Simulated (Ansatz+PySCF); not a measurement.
triplet H₂O₃: levels of theory in one basis

```yaml
atoms:
  - { symbol: O, position_ang: [-1.7716, -0.1467, 0.0000] }
  - { symbol: H, position_ang: [-1.0812, 0.4685, 0.0000] }
  - { symbol: H, position_ang: [-1.0452, -0.8390, 0.0000] }
  - { symbol: O, position_ang: [1.6172, 0.7147, 0.0000] }
  - { symbol: O, position_ang: [1.7674, -0.4127, 0.0000] }
```

Basis set: cc-pVTZ (spherical functions). Correlated methods keep 3 orbitals frozen. Correlation on ROHF uses semicanonical orbitals with singles. Charge 0, multiplicity 3.

Computed with Ansatz (development build ahead of 0.2.0) and PySCF 2.14.0; each method stands on the lowest determinant of its kind that the runs found.

```json
{"method": "ROHF", "E − E(ROHF) (eV)": "0.00", "<S²> of the determinant": "2.00"}
{"method": "UHF", "E − E(ROHF) (eV)": "-0.57", "<S²> of the determinant": "2.04"}
{"method": "ROHF-MP2", "E − E(ROHF) (eV)": "-19.62", "<S²> of the determinant": "–"}
{"method": "UHF-MP2", "E − E(ROHF) (eV)": "-19.24", "<S²> of the determinant": "2.04"}
{"method": "ROHF-CCSD", "E − E(ROHF) (eV)": "-19.48", "<S²> of the determinant": "–"}
{"method": "UHF-CCSD", "E − E(ROHF) (eV)": "-19.52", "<S²> of the determinant": "2.04"}
```

(1) What does ROHF-CCSD(T) give on the same scale?

## Answers

(1) -20.17 eV.
